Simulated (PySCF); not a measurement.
Gas-phase reaction: 3 AlCl2NH2 + Cl2 ⇌ 2 AlCl3.NH3 + AlCl2 + N

Method: PySCF energies plus ideal-gas RRHO corrections (1 bar). † marks an energy on the PBE0/def2-TZVP geometry and frequencies; other levels use their own. MP2 freezes the core. 6-31G* has spherical d functions here. Open shells (unrestricted): AlCl2 (multiplicity 2), N (multiplicity 4); the rest are closed-shell singlets. B3LYP is the form with VWN-RPA correlation. Adducts (AlCl3.NH3) have no counterpoise correction, and HF, PBE, BLYP, B3LYP and PBE0 lack dispersion. AlCl2NH2: computed as isolated molecules; such fragments, hydroxides, amides, oligomers or adducts are transient or little studied in the gas. MP2 isn't extrapolated to the basis-set limit.

```csv
level,"ΔH°(298 K), kJ"
B3LYP/6-31G*,(withheld)
B3LYP/def2-TZVP†,(withheld)
BLYP/def2-TZVP†,213
HF/6-31G*,-247
HF/def2-TZVP†,-160
MP2/def2-TZVPP†,(withheld)
PBE0/def2-TZVP,138
```

Task: Complete the blanks.

Result: 
- B3LYP/6-31G*, ΔH°(298 K), kJ: 84
- B3LYP/def2-TZVP†, ΔH°(298 K), kJ: 173
- MP2/def2-TZVPP†, ΔH°(298 K), kJ: 121
